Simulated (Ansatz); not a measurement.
The input, for Ansatz 0.2.0:

```yaml
crystal:
  periodic: [false, false, false]
  atoms:
    - {symbol: Si, position_ang: [0.064568, 0.023749, -2.631759]}
    - {symbol: B, position_ang: [-0.100306, 0.032123, -0.783665]}
    - {symbol: Si, position_ang: [-0.023685, -0.000301, 0.959755]}
    - {symbol: H, position_ang: [0.059423, -0.055571, 2.455669]}
basis:
  gaussian: {orbitals: STO-3G, point_charges: [{charge: 1.00, position_ang: [2.660, -0.496, 0.796]}]}
magnetization: {spin_polarized: true, initial_magnetization: 0}
correlation: {method: bccd, electrons: outside_noble_gas}
scf: {lower_state_search: off}
```

```sh
$ ansatz run in.yaml --threads 1 --pin off --events-out ev --progress --plain --max-ram 2393MiB
```

Log:

```
these checks for a lower state are left out or cut short: stability, starts, cluster_reference, orbital_swaps, neighbouring_geometries, increment
265 factors; integrals over basis functions are off by at most 3.2e-5 eV
mean field evaluation 1: about -16211.6933 eV, gradient 1.4e1 eV
mean field evaluation 2: about -16211.7033 eV, gradient 1.4e1 eV
mean field evaluation 4: about -16213.9452 eV, gradient 3.2e0 eV
mean field evaluation 8: about -16214.1223 eV, gradient 2.8e-1 eV
mean field -16214.14585438 eV, -595.8588698057 hartree, gradient 7.8e-6 eV, S^2 0.000000; 0 other end points of the search recorded, 0 dependent functions left out
11 core orbitals not correlated: weight in the atoms' cores, before any rotation towards them, 0.999 or more for the frozen orbitals, at most 0.000 for the correlated occupied ones
reference -16214.14585438 eV, -595.8588698057 hartree; 6, 6 occupied and 7, 7 virtual orbitals, 265 factors
second order -5.01552443 eV of doubles, -0.00000000 eV of singles
cycle   1  -4.95783460 eV  change    5.8e-2 eV  update   1.7e-1
cycle   2  -5.33012377 eV  change   -3.7e-1 eV  update   8.8e-2
cycle   3  -5.52064198 eV  change   -1.9e-1 eV  update   5.8e-2
cycle   4  -5.57212518 eV  change   -5.1e-2 eV  update   3.1e-2
cycle   5  -5.57253232 eV  change   -4.1e-4 eV  update   1.8e-2
cycle   6  -5.58486315 eV  change   -1.2e-2 eV  update   9.8e-3
cycle   7  -5.58337551 eV  change    1.5e-3 eV  update   5.3e-3
cycle   8  -5.57817110 eV  change    5.2e-3 eV  update   2.8e-3
cycle   9  -5.57756065 eV  change    6.1e-4 eV  update   1.3e-3
cycle  10  -5.57503026 eV  change    2.5e-3 eV  update   5.3e-4
cycle  11  -5.57486467 eV  change    1.7e-4 eV  update   1.9e-4
cycle  12  -5.57473613 eV  change    1.3e-4 eV  update   8.0e-5
cycle  13  -5.57470928 eV  change    2.7e-5 eV  update   3.0e-5
cycle  14  -5.57471704 eV  change   -7.8e-6 eV  update   1.2e-5
Total energy: -16219.72057142 eV, -596.0637368783 hartree
Checks for a lower state left out: stability, starts, cluster_reference, orbital_swaps, neighbouring_geometries, increment
```

Ran on 1 thread of Arm Neoverse V2, shared host: 0.21 s wall, 0.06 GiB peak host memory.
